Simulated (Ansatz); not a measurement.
# Ga3Cl: from a trial structure to a relaxed crystal

Method: Ansatz 0.2.0, DFT PBE, scalar-relativistic, plane waves, PAW. Cutoff 420 eV, Γ-centred k mesh, Gaussian smearing, no spin polarisation in the final step.

The start puts Ga3Cl on the Cu3Au (L1_2) structure type (Pm-3m, No. 221), with Cl in place of Au, Ga in place of Cu, at a guessed volume.

```xyz
4
Lattice="4.2514 0.0000 0.0000 0.0000 4.2514 0.0000 0.0000 0.0000 4.2514" Properties=species:S:1:pos:R:3 pbc="T T T"
Ga    0.0000    2.1257    2.1257
Ga    2.1257    0.0000    2.1257
Ga    2.1257    2.1257    0.0000
Cl    0.0000    0.0000    0.0000
```

Cell and atoms relax at zero pressure; the relaxation can't lower the symmetry of the start. After a coarse first stage the cell is made exact in the group found at 0.06 Å.

Energies over the elements count from the elements' standard structures at the same level (Cl₂ as a molecule), with no empirical corrections.

(1) Describe the relaxed structure.

(2) What are its volume, energy, density and gap?

Answers

(1) It keeps Pm-3m (No. 221). The result has the Cu3Au (L1_2) structure. Conventional cell: a = 4.469 Å. Ga is coordinated by 4 Cl at 3.16 Å and 8 Ga at 3.16 Å; Cl has 12 Ga at 3.16 Å.

```cif
data_structure
_symmetry_space_group_name_H-M 'Pm-3m'
_symmetry_Int_Tables_number 221
_cell_length_a 4.4690
_cell_length_b 4.4690
_cell_length_c 4.4690
_cell_angle_alpha 90.000
_cell_angle_beta 90.000
_cell_angle_gamma 90.000
_cell_volume 89.25
loop_
_atom_site_label
_atom_site_type_symbol
_atom_site_symmetry_multiplicity
_atom_site_Wyckoff_symbol
_atom_site_fract_x
_atom_site_fract_y
_atom_site_fract_z
_atom_site_occupancy
Ga1 Ga 3 c 0.00000 0.50000 0.50000 1
Cl1 Cl 1 a 0.00000 0.00000 0.00000 1
```

(2) The volume per atom is 22.31 Å³. The density is 4.55 g/cm³, the energy over the elements is -0.06 eV/atom and the gap on the 10×10×10 mesh is 0 eV (a metal).

The final run used a 10×10×10 mesh on its 4-atom cell and 0.10 eV smearing. The k mesh leaves about 4 meV/atom of noise in metals. Symmetry constrained the relaxation, so the result can be a saddle point. The steps took about 70 core-seconds in all.

Cost: 3 runs of about 1.2 core-minutes in all, on Arm Neoverse N1 (shared hosts).